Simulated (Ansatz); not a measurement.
Process, species as SMILES: N=C=O + 4 [H][H] (H2) → C (CH4) + N (NH3) + O (H2O)
B3LYP-D3(BJ)/def2-TZVP geometries, fixed; electronic energies without zero-point terms.

Basis-set convergence of the energy of full hydrogenation at CCSD(T) with Ansatz (a first-principles code). All functions are spherical. Cores are frozen. No added dispersion term, no relativity. Functions are those of the species that has most. Reference: Hartree-Fock in aug-cc-pVQZ plus the correlation part extrapolated as X^-3 from aug-cc-pVTZ and aug-cc-pVQZ, -79.46 kcal/mol, itself unsure by roughly 0.20 kcal/mol (a third of the extrapolation step and of the last Hartree-Fock step). Deviations are taken from unrounded values. Cost is core time over that of aug-cc-pVDZ, rough, on shared machines of one kind; a dash marks a row that isn't timed (too short, read off another run, short of memory, by another algorithm or on other hardware).

```
basis            functions  cost
---------------  ---------  ----
cc-pVDZ                 47  0.5×
aug-cc-pVDZ             78    1×
aug-pcseg-1             78    1×
cc-pVTZ                104    1×
jun-cc-pV(T+d)Z        131    2×
aug-cc-pVTZ            161    5×
aug-pcseg-2            161    5×
cc-pVQZ                195    9×
aug-cc-pVQZ            286     -
aug-pcseg-3            304     -
cc-pV5Z                328     -
```

Q: Which is the smallest set listed that can be trusted to 1 kcal/mol here, that is, within that of the reference together with its larger relatives (same family, alike in diffuse functions; a set with none to test it counts only in the reference's own line)?

A: The smallest set listed that lies within 1 kcal/mol of the reference with all its larger relatives (same family, alike in diffuse functions; a set with none counts only in the reference's own line) is aug-pcseg-1 (78 functions, 1× in cost, -0.04 kcal/mol off). Inside, with no larger relative to test it: cc-pV5Z. Value minus reference: cc-pVDZ 10.91, aug-cc-pVDZ -3.69, aug-pcseg-1 -0.04, cc-pVTZ 3.23, jun-cc-pV(T+d)Z -0.20, aug-cc-pVTZ -0.62, aug-pcseg-2 0.52, cc-pVQZ 1.37, aug-cc-pVQZ -0.01, aug-pcseg-3 0.10, cc-pV5Z 0.56 kcal/mol.
